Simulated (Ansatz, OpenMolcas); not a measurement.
## How methods differ on BH2F (SMILES BF)

The species is BH2F (4 atoms), meant as a singlet with charge 0. SMILES: `BF`. Geometry: relaxed at PBE0-D4/def2-TZVP.

```csv
atom,x (Å),y (Å),z (Å)
B,-0.0273,-0.0040,-0.0308
F,1.0612,-0.2967,0.6499
H,-1.0125,-0.6491,0.1862
H,0.0342,0.8896,-0.8256
```

Each level gives the energy change with the B1–H3 bond stretched from 1.197 to 1.497 Å (eV). The values are calculated.

| level | kind | program | value (eV) | less FCI/STO-3G | CPU time (all runs) |
| --- | --- | --- | --- | --- | --- |
| HF/STO-3G (restricted) | Hartree–Fock | Ansatz | 1.26 | +0.33 | 0.1 s |
| PBE/STO-3G (restricted) | GGA | OpenMolcas | 0.89 | -0.04 | 6.5 s |
| r2SCAN/STO-3G (restricted) | meta-GGA | OpenMolcas | 0.97 | +0.04 | 7.7 s |
| B3LYP/STO-3G (restricted) | global hybrid | OpenMolcas | 0.98 | +0.05 | 6.8 s |
| PBE0/STO-3G (restricted) | global hybrid | OpenMolcas | 1.01 | +0.08 | 6.3 s |
| HSE06/STO-3G (restricted) | range-separated hybrid | Ansatz | 1.01 | +0.08 | 1.4 s |
| B2PLYP/STO-3G (restricted) | double hybrid | OpenMolcas | 1.03 | +0.10 | 6.1 s |
| CCSD(T)/STO-3G (restricted) | coupled cluster or CI | Ansatz | 0.93 | 0.00 | 0.16 s |
| CCSD/STO-3G (restricted) | coupled cluster or CI | Ansatz | 0.94 | +0.01 | 0.16 s |
| FCI/STO-3G | exact in the basis | Ansatz | 0.93 | 0.00 | 0.57 s |

FCI/STO-3G is exact within its basis and frozen core, so for wave-function methods in that basis the difference is their error; functionals converge differently with the basis, so for them it is only a difference. The first shape isn't each level's own minimum. The values span 0.89 to 1.26 eV. All rows use very small basis sets, so even the best lies far from the true value. CPU times are rough (shared hosts, several kinds of processor): they show what a rung costs within a factor of a few.
